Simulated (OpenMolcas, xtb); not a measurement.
# How methods differ on AlNH4 (SMILES [NH2][AlH2])

AlNH4 has 6 atoms, charge 0, and is taken as a singlet. SMILES: `[NH2][AlH2]`. Geometry: a GFN2-xTB relaxation, a rough one for these elements and not checked as a minimum.

Quantity: the dipole moment, in D. The values are calculated.

```
               level             kind     program  value (D)   CPU time
            GFN2-xTB   semi-empirical         xtb       2.06  under 2 s
            GFN0-xTB   semi-empirical         xtb       2.29  under 2 s
            GFN1-xTB   semi-empirical         xtb       1.77  under 2 s
HF/ANO-RCC-MB (DKH2)     Hartree–Fock  OpenMolcas       1.65      1.7 s
           HF/STO-3G     Hartree–Fock  OpenMolcas       0.54      1.6 s
        SVWN5/STO-3G              LDA  OpenMolcas       1.31      4.5 s
          PBE/STO-3G              GGA  OpenMolcas       1.24        5 s
       r2SCAN/STO-3G         meta-GGA  OpenMolcas       1.14      5.5 s
        B3LYP/STO-3G    global hybrid  OpenMolcas       1.06      4.9 s
       M06-2X/STO-3G  hybrid meta-GGA  OpenMolcas       0.95      5.7 s
```

The values span 0.54 to 2.29 D. All rows use very small basis sets, so even the best lies far from the true value. Magnitudes only: a small dipole may point the other way at some levels. Sets without polarisation functions give poor dipoles. CPU times are rough (shared hosts, several kinds of processor): they show what a rung costs within a factor of a few.
